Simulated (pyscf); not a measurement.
A first-order saddle from PySCF, ωB97X-D3(BJ)/def2-SVP:

```
As
H 1 1.5197
B 1 2.0560 2 88.10
H 3 1.2096 1 120.60 2 -90.62
H 3 1.2097 4 118.78 1 178.77
H 1 1.9029 2 77.72 3 -152.15
H 6 1.0264 1 94.98 2 -81.22
H 7 1.0265 6 115.58 1 -3.95
```

Surface: singlet, charge 0. Lowest wavenumbers (cm⁻¹): 2086i, 197, 243, 390, 536.

Question: What reaction is this the transition state of?

Answer: H₂B–AsH₂ + H₂ <-> H₂B–AsH₂ + H₂, a four-centre exchange read from left to right: As–H, H–H broken and As–H, H–H formed. At ωB97M-D3(BJ)/def2-TZVP it lies +329.5 kJ/mol from the left side and +329.5 kJ/mol from the right (each side as separated species at their lowest minima found). One saddle was located; it need not be the lowest between these sides. Elements up to Kr have no core potential and no relativistic terms here.
